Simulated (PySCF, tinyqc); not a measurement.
The basis set: RHF and MP2 along a ladder of basis sets, for BH, spin multiplicity 1. Computed by the program tinyqc with PySCF. 

Geometry (angstrom):
```
atom,x,y,z
B,0.0000,0.0000,0.0000
H,0.0000,0.0000,1.2090
```

Same geometry throughout; the dipole is taken about the origin.

RHF and frozen-core MP2 in a ladder of bases:
```
basis,functions,E(RHF) (hartree),E(MP2 corr) (hartree),HOMO (eV),LUMO (eV),dipole (debye)
sto-3g,6,-24.752979,-0.028541,-6.6961,7.3514,1.0004
3-21g,11,-24.976652,-0.037247,-9.2130,1.9121,1.6500
6-31g,11,-25.108776,-0.037510,-9.0396,2.1971,1.5688
6-31g**,19,-25.118994,-0.059740,-9.1446,2.2599,1.5455
cc-pvdz,19,-25.125042,-0.060343,-9.3637,1.6126,1.7389
aug-cc-pvdz,32,-25.126201,-0.062189,-9.4360,0.7342,1.8181
cc-pvtz,44,-25.129906,-0.073431,-9.4342,1.3489,1.7753
```

From cc-pVDZ to cc-pVTZ the RHF energy falls by 4.9 mhartree and the correlation energy by 13.1. If valence correlation converges as X^-3, (27 E(T) - 8 E(D))/19 gives -0.0789 hartree, a rough estimate from such small X that usually falls short; STO-3G holds about 36 % of it. Beyond STO-3G the LUMO moves by 1.5 eV and the HOMO by 0.4 eV. The restricted reference is unstable here: a spin-polarised solution lies 0.0064 hartree lower (PySCF, cc-pVDZ), so results built on it describe a poor reference.
